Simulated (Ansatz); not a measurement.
**SiH₃O (doublet): from Hartree-Fock to the top rungs at a displaced geometry (v2), cc-pVDZ**

How much of the correlation energy of SiH₃O (doublet) does each wave-function method recover here?

Method: cc-pVDZ, core rule «outside noble gas», up to 6 orbitals frozen; program: Ansatz 0.2.0, Gaussian basis.

Plan: UHF; CCSD(T) on ROHF; CCSD(T) on UHF; BCCD(T) on ROHF; CISD; CCSDT(Q) on ROHF; CCSDT(Q) on UHF.

26 further runs of the same task are left out: 1 for a known fault of the program, 8 that didn't finish, 17 set aside as unsound or not needed.

## 1. The geometry

The geometry is a PBE0/def2-TZVP stationary point (not a proven minimum) with its atoms shifted at random (size 0.100 Å).

5 atoms, charge 0, spin multiplicity 2.

Atoms are counted from 1 here; the program's logs count them from 0.

Bond lengths: Si1–O2 1.632 Å, Si1–H3 1.477 Å, Si1–H4 1.428 Å, O2–H5 1.087 Å. Angles: O2–Si1–H3 115.3°, O2–Si1–H4 109.7°, H3–Si1–H4 110.9°, Si1–O2–H5 119.9°.

## 2. UHF

File in.yaml:

```yaml
crystal:
  periodic: [false, false, false]
  atoms:
    - {symbol: Si, position_ang: [-0.026315, -0.030802, 0.576402]}
    - {symbol: O, position_ang: [-0.016074, 0.109499, -1.049774]}
    - {symbol: H, position_ang: [0.614548, -1.250670, 1.109061]}
    - {symbol: H, position_ang: [0.541140, 1.140740, 1.163791]}
    - {symbol: H, position_ang: [-0.167298, -0.769912, -1.670417]}
basis:
  gaussian: {orbitals: cc-pVDZ}
magnetization: {spin_polarized: true, initial_magnetization: 1}
hamiltonian: {xc: hf}
output: {orbitals: {seedname: orbitals}}
```

Started as:

```
ansatz run in.yaml --threads 1 --pin off --events-out ev --progress --plain --max-ram 2393MiB
```

After this run come: CCSD(T) on ROHF; CCSD(T) on UHF; BCCD(T) on ROHF; CISD; CCSDT(Q) on ROHF; CCSDT(Q) on UHF.

**Question.** What will the summary of the whole plan be? Wanted: UCCSDT(Q) below the RHF energy; RMP2 from UCCSDT(Q); UMP2 from UCCSDT(Q); RCCSD from UCCSDT(Q); RCCSD(T) from UCCSDT(Q); UCCSD(T) from UCCSDT(Q); RCCSDT(Q) from UCCSDT(Q); T1 diagnostic.

The runs gave:

| quantity | value |
| --- | --- |
| UCCSDT(Q) below the RHF energy | -8.4965 eV |
| RMP2 from UCCSDT(Q) | +856.2 meV |
| UMP2 from UCCSDT(Q) | +851.0 meV |
| RCCSD from UCCSDT(Q) | +215.1 meV |
| RCCSD(T) from UCCSDT(Q) | +38.7 meV |
| UCCSD(T) from UCCSDT(Q) | +38.5 meV |
| RCCSDT(Q) from UCCSDT(Q) | +1.6 meV |
| levels within 1 kcal/mol (43 meV) | RCCSD(T), UCCSD(T), BCCD(T), RCCSDT, UCCSDT, RCCSDT(Q) |
| T1 diagnostic | 0.018 |

What this shows: RCCSD(T) misses by +38.7 meV, 0.5 % of the correlation energy. These misses are within one basis, not against nature; the frozen cores of restricted and unrestricted runs differ, which can shift their rows.
